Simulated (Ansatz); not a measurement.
**C₅H₁₂O: up Jacob's ladder to CCSD(T)**

The task here is to estimate one member of a computed series from the others.

Method: functionals in def2-TZVPP, the program's frozen cores in correlated methods; program: Ansatz 0.2.0, Gaussian basis.

The runs, in order: LDA (SPW92), PBE-D4, revPBE-D4, BLYP-D4, r2SCAN-D4, B97M-V, PBE0-D4, B3LYP-D4, r2SCANh-D4, r2SCAN0-D4, HSE06-D4, BHLYP-D4, CAM-B3LYP-D4, LC-ωPBE, ωB97X-V, ωB97M-V, B2PLYP, PBE-QIDH; CCSD(T)/def2-SVP; CCSD(T)/def2-TZVPP; MP2/def2-QZVPP; extrapolation to the limit; RPA on PBE.

**The geometry**

The geometry comes from an earlier relaxation with PBE0-D4 in a triple-zeta def2 set; it is a stationary point, not always the lowest conformer.

SMILES `CCCCOC`, 18 atoms, charge 0, spin multiplicity 1.

Atoms are counted from 1 here; the program's logs count them from 0.

Bond lengths: C1–C2 1.519 Å, C1–H7 1.093 Å, C1–H8 1.093 Å, C1–H9 1.092 Å, C2–C3 1.520 Å, C2–H10 1.096 Å, C2–H11 1.096 Å, C3–C4 1.509 Å, C3–H12 1.095 Å, C3–H13 1.095 Å, C4–O5 1.404 Å, C4–H14 1.103 Å, C4–H15 1.103 Å, O5–C6 1.398 Å, C6–H16 1.090 Å, C6–H17 1.100 Å, C6–H18 1.100 Å. Angles: C2–C1–H7 111.1°, C2–C1–H8 111.1°, C2–C1–H9 111.6°, H7–C1–H8 107.5°, H7–C1–H9 107.7°, H8–C1–H9 107.7°, C1–C2–C3 112.7°, C1–C2–H10 109.5°, C1–C2–H11 109.5°, C3–C2–H10 109.4°, C3–C2–H11 109.4°, H10–C2–H11 106.0°, C2–C3–C4 112.6°, C2–C3–H12 110.0°, C2–C3–H13 110.0°, C4–C3–H12 108.7°, C4–C3–H13 108.7°, H12–C3–H13 106.5° and more.

Set-up of the first run:

File in.yaml:

```yaml
crystal:
  periodic: [false, false, false]
  atoms:
    - {symbol: C, position_ang: [-1.563860, -1.021308, 2.276842]}
    - {symbol: C, position_ang: [-0.335618, -0.480986, 1.565369]}
    - {symbol: C, position_ang: [-0.587420, -0.197526, 0.093920]}
    - {symbol: C, position_ang: [0.633922, 0.340930, -0.610683]}
    - {symbol: O, position_ang: [0.325997, 0.575725, -1.960052]}
    - {symbol: C, position_ang: [1.416099, 1.079068, -2.676966]}
    - {symbol: H, position_ang: [-1.902447, -1.956074, 1.821561]}
    - {symbol: H, position_ang: [-2.393414, -0.310891, 2.223422]}
    - {symbol: H, position_ang: [-1.362272, -1.218887, 3.332035]}
    - {symbol: H, position_ang: [0.000655, 0.437186, 2.060907]}
    - {symbol: H, position_ang: [0.488789, -1.196937, 1.662494]}
    - {symbol: H, position_ang: [-1.403122, 0.525248, -0.014533]}
    - {symbol: H, position_ang: [-0.911674, -1.112066, -0.414021]}
    - {symbol: H, position_ang: [1.467553, -0.376735, -0.532683]}
    - {symbol: H, position_ang: [0.970395, 1.275501, -0.131704]}
    - {symbol: H, position_ang: [1.093936, 1.231308, -3.707513]}
    - {symbol: H, position_ang: [1.761401, 2.039312, -2.267215]}
    - {symbol: H, position_ang: [2.263683, 0.378532, -2.669582]}
basis:
  gaussian: {orbitals: def2-TZVPP}
hamiltonian: {xc: lda}
output: {orbitals: {seedname: orbitals}}
```

Launch:

```bash
$ ansatz run in.yaml --threads 2 --pin off --events-out ev --progress --plain --max-ram 22528MiB --backend cuda --devices 0, --max-vram 18GiB
```

Among the steps run: LDA; PBE-D4 (GGA); revPBE-D4 (GGA); BLYP-D4 (GGA); r2SCAN-D4 (meta-GGA); B97M-V (meta-GGA); B3LYP-D4 (hybrid); r2SCANh-D4 (hybrid); r2SCAN0-D4 (hybrid); HSE06-D4 (hybrid); BHLYP-D4 (hybrid); CAM-B3LYP-D4 (range-separated); LC-ωPBE (range-separated); ωB97X-V (range-separated); ωB97M-V (range-separated); B2PLYP (double hybrid); PBE-QIDH (double hybrid).

One table of the session follows, with a row left open; its other results are not shown here.

It belongs to the step «Orbital energies across the functionals». 

| functional | HOMO (eV) | LUMO (eV) | gap (eV) |
| --- | --- | --- | --- |
| LDA (SPW92) | -5.87 | 0.27 | 6.14 |
| PBE-D4 | -5.76 | 0.45 | 6.21 |
| revPBE-D4 | ? | ? | ? |
| BLYP-D4 | -5.69 | 0.44 | 6.13 |
| r2SCAN-D4 | -6.07 | 1.19 | 7.26 |
| B97M-V | -6.27 | 0.59 | 6.87 |
| PBE0-D4 | -7.34 | 1.24 | 8.59 |
| B3LYP-D4 | -7.12 | 0.90 | 8.03 |
| r2SCANh-D4 | -6.67 | 1.42 | 8.09 |
| r2SCAN0-D4 | -7.57 | 1.73 | 9.31 |
| HSE06-D4 | -6.94 | 0.87 | 7.81 |
| BHLYP-D4 | -8.91 | 1.83 | 10.74 |
| CAM-B3LYP-D4 | -8.81 | 1.99 | 10.80 |
| LC-ωPBE | -10.10 | 3.30 | 13.40 |
| ωB97X-V | -9.82 | 3.08 | 12.90 |
| ωB97M-V | -9.77 | 2.66 | 12.43 |

Q: Estimate the row for revPBE-D4 from the others.

The run gave: HOMO (eV): -5.71; LUMO (eV): 0.54; gap (eV): 6.25. In the column «HOMO (eV)» it lies between PBE-D4 (-5.76) and BLYP-D4 (-5.69).
